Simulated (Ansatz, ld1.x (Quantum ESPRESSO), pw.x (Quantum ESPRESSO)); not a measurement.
## pw.x on fcc Al: one setting changed

Potential: norm-conserving Troullier–Martins (Kleinman–Bylander form), ld1.x (Quantum ESPRESSO) 7.5, PBE; core [Ne], reference 3s2 3p1; waves: 3s (bound): rc 1.85 bohr; 3p (bound): rc 1.80 bohr; 3d channel at 0.45 Ry: rc 1.55 bohr; local part: all-electron potential smoothed inside 1.35 bohr (lloc = -1); core correction: a·sin(br)/r model core, default radius (core density twice the valence density).

The reference run (k-mesh 14³, cutoffs 50/200 Ry, Fermi–Dirac 0.01 Ry, mixing_beta 0.4, conv_thr 1e-9, no spin) gives -1.10 GPa at 16.527 Å³/atom, where all-electron LAPW gives -0.17 GPa. This run, with its own iteration cap, changes degauss to 0.02.

```
&control
  calculation='scf', prefix='x', pseudo_dir='./', outdir='./tmp', tstress=.true., disk_io='none'
/
&system
  ibrav=0, nat=1, ntyp=1, ecutwfc=50, ecutrho=200, nbnd=8,
  occupations='smearing', smearing='fd', degauss=0.02
/
&electrons
  conv_thr=1e-09, mixing_beta=0.4, electron_maxstep=50
/
ATOMIC_SPECIES
Al 1.0 Al.UPF
CELL_PARAMETERS angstrom
  0.00000000 2.02172157 2.02172157
  2.02172157 0.00000000 2.02172157
  2.02172157 2.02172157 0.00000000
ATOMIC_POSITIONS crystal
Al 0.0000 0.0000 0.0000
K_POINTS automatic
14 14 14 0 0 0
```

```bash
pw.x < Al.scf.in > Al.scf.out
```

Problem. How does the run end?

Solution. It converges in 6 iterations; the free energy moves by -40.1 meV/atom and the pressure by +0.34 GPa. In a metal, with Fermi–Dirac smearing, F lies below its zero-width value by a term in the square of the width.

```
Message from routine setup:
     using ibrav=0 with symmetry is DISCOURAGED, use correct ibrav instead
     lattice parameter (alat)  =       5.4030  a.u.
     unit-cell volume          =     111.5297 (a.u.)^3
     number of electrons       =         3.00
     number of Kohn-Sham states=            8
     kinetic-energy cutoff     =      50.0000  Ry
     charge density cutoff     =     200.0000  Ry
     scf convergence threshold =      1.0E-09
     Exchange-correlation= PBE
     number of k points=   104  Fermi-Dirac smearing, width (Ry)=  0.0200
     iteration #  1     ecut=    50.00 Ry     beta= 0.40
     total energy              =      -5.47742452 Ry
     estimated scf accuracy    <       0.00651090 Ry
     iteration #  2     ecut=    50.00 Ry     beta= 0.40
     total energy              =      -5.47668420 Ry
     estimated scf accuracy    <       0.00211047 Ry
     iteration #  3     ecut=    50.00 Ry     beta= 0.40
     total energy              =      -5.47676169 Ry
     estimated scf accuracy    <       0.00000325 Ry
     iteration #  4     ecut=    50.00 Ry     beta= 0.40
     total energy              =      -5.47676807 Ry
     estimated scf accuracy    <       0.00000012 Ry
     iteration #  5     ecut=    50.00 Ry     beta= 0.40
     total energy              =      -5.47676807 Ry
     estimated scf accuracy    <       0.00000003 Ry
     iteration #  6     ecut=    50.00 Ry     beta= 0.40
     the Fermi energy is     7.8964 ev
!    total energy              =      -5.47676807 Ry
     estimated scf accuracy    <          2.7E-10 Ry
     smearing contrib. (-TS)   =      -0.00756988 Ry
     The total energy is F=E-TS. E is the sum of the following terms:
     one-electron contribution =       2.93609943 Ry
     hartree contribution      =       0.00758303 Ry
     xc contribution           =      -3.01257200 Ry
     ewald contribution        =      -5.40030864 Ry
     convergence has been achieved in   6 iterations
          total   stress  (Ry/bohr**3)                   (kbar)     P=       -7.63
     Message from routine punch:
     Nothing written, as per user request (disk_io='none')
```

The run took about 5.7 s on one core of a shared host (Neoverse-V1, 32 threads, 247 GiB, load 14).
